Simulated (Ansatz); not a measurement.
System: rock-salt BaTe. Method: PBEsol-D3(BJ) in Ansatz (PAW).

From the output:

```
Crystal: 2 atoms, lattice volume = 79.985 Å³
Basis set: ecut = 520 eV, 2109 PW (Γ), exchange–correlation on 72×72×72 points (8 copies of the dense FFT grid, shifted against one another)
Bands: 17, of which v1, the nominal top of the filled ones, is band 13 counted from 1 (12 counted from 0)
Symmetry: 48 space group operations
Space group: Fm-3m (ITA 225), of the structure as read, at distance tolerance 4.3e-5 Å
k-points: 29 of 512
Functional: x = pbesol(κ = 0.804, μ = 0.12345679012345678), c = pbesol(β = 0.046)
SCF iter   1: F=—  HF=-12768.450231 eV  |F-HF|=—  |Δ(HF+E_count)|=         —  Δρ=2.19e-3  dr2=7.90e-3
SCF iter   2: F=—  HF=-12768.447446 eV  |F-HF|=—  |Δ(HF+E_count)|=   2.78e-3  Δρ=8.39e-4  dr2=3.73e-4
  ...
SCF iter   6: F=—  HF=-12768.447535 eV  |F-HF|=—  |Δ(HF+E_count)|=   8.96e-9  Δρ=5.48e-7  dr2=2.07e-10
SCF iter   7: F=-12768.447535 eV  HF=-12768.447535 eV  |F-HF|=1.46e-11  |Δ(HF+E_count)|=  5.28e-11  Δρ=1.13e-7  dr2=1.50e-11
SCF 1 converged in 7 iterations: F = -12768.447535 eV  dr2 = 1.50e-11
SCF converged after 7 iterations
Free energy (F): -12768.447535 eV
Internal energy: -12768.447535 eV  (E = F + TS)
E sigma→0 (E₀):  -12768.447535 eV
Fermi energy:    7.686290 eV
--- Stress (GPa, compression-positive) ---
       -0.000001      -0.000000      -0.000000
        0.000000      -0.000001       0.000000
       -0.000000       0.000000      -0.000001
  P = ⅓ Tr σ = -0.0000 GPa (-0.000 kbar)
```

Q: Write an input file that could have produced this run (the log leaves some choices open).

A: Several could match; the one computed here: 
Ansatz 0.2 input:
```yaml
crystal:
  lattice:
    - [0.0, 3.4197423671, 3.4197423671]
    - [3.4197423671, 0.0, 3.4197423671]
    - [3.4197423671, 3.4197423671, 0.0]
  atoms:
    - { symbol: Ba, position: [0.0, 0.0, 0.0] }
    - { symbol: Te, position: [0.5, 0.5, 0.5] }
basis:
  ecutwfc: 520
  ecutrho_ratio: 4
  xc_grid: 2
kpoints:
  mp_grid: { grid: [8, 8, 8] }
  band_path:
    path:
      - [0.0, 0.0, 0.0]
      - [0.055556, 0.0, 0.055556]
      - [0.111111, 0.0, 0.111111]
      - [0.166667, 0.0, 0.166667]
      - [0.222222, 0.0, 0.222222]
      - [0.277778, 0.0, 0.277778]
      - [0.333333, 0.0, 0.333333]
      - [0.388889, 0.0, 0.388889]
      - [0.444444, 0.0, 0.444444]
      - [0.5, 0.0, 0.5]
      - [0.5625, 0.125, 0.5625]
      - [0.625, 0.25, 0.625]
      - [0.375, 0.375, 0.75]
      - [0.333333, 0.333333, 0.666667]
      - [0.291667, 0.291667, 0.583333]
      - [0.25, 0.25, 0.5]
      - [0.208333, 0.208333, 0.416667]
      - [0.166667, 0.166667, 0.333333]
      - [0.125, 0.125, 0.25]
      - [0.083333, 0.083333, 0.166667]
      - [0.041667, 0.041667, 0.083333]
      - [0.071429, 0.071429, 0.071429]
      - [0.142857, 0.142857, 0.142857]
      - [0.214286, 0.214286, 0.214286]
      - [0.285714, 0.285714, 0.285714]
      - [0.357143, 0.357143, 0.357143]
      - [0.428571, 0.428571, 0.428571]
      - [0.5, 0.5, 0.5]
      - [0.5, 0.458333, 0.541667]
      - [0.5, 0.416667, 0.583333]
      - [0.5, 0.375, 0.625]
      - [0.5, 0.333333, 0.666667]
      - [0.5, 0.291667, 0.708333]
      - [0.5, 0.25, 0.75]
      - [0.5, 0.1875, 0.6875]
      - [0.5, 0.125, 0.625]
      - [0.5, 0.0625, 0.5625]
    npoints: 1
hamiltonian:
  xc: pbesol
  dispersion: d3bj
  pseudopotentials: { kind: paw }
scf:
  occupations: { method: fermi_dirac, width: 0.01 }
  convergence: { dr2_threshold: 0.0000000002 }
output:
  forces: true
  stress: true
  eigenvalues: true
  write_bands: true
```

The PAW data were made under PBE.

Ansatz is a program for electronic structure.
